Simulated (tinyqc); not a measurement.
Orbital energy against energy difference: ionisation energy by orbital energies and by energy differences in the 6-31g basis, for H2O, spin multiplicity 1. Computed by the program tinyqc with PySCF. 

Geometry (angstrom):
```
atom       x        y       z
O     0.0000   0.0000  0.0000
H     0.0000   0.7020  0.6060
H     0.0000  -0.6730  0.5810
```

CCSD(T) difference in the same basis = 12.1216 eV

IP-EOM-CCSD = 11.8920 eV

The cation is unrestricted; errors are against CCSD(T) in this basis, not against experiment.

First vertical ionisation energy (eV):
```
method     -e(HOMO)  E(cation) - E  error of -e(HOMO)  error of the difference
HF          13.7990      11.238263             1.6774                  -0.8834
LDA          6.4374      12.972805            -5.6843                   0.8512
PBE          6.3514      12.647813            -5.7702                   0.5262
B3LYP        8.1095      12.709810            -4.0121                   0.5882
PBE0         8.4759      12.593139            -3.6458                   0.4715
CAM-B3LYP   10.0051      12.702770            -2.1165                   0.5811
LC-wPBE     11.4431      12.735479            -0.6785                   0.6138
```

Koopmans errs by +1.68 eV and Delta-HF by -0.88 eV: relaxation, 2.56 eV, lowers the value and the missing correlation difference works against it. The PBE level is off by -5.8 eV through the wrong tail of its potential, though its energy difference is off by +0.53 eV; exact exchange deepens the level, and among the orbital energies LC-wPBE comes closest; among the differences PBE0 does.
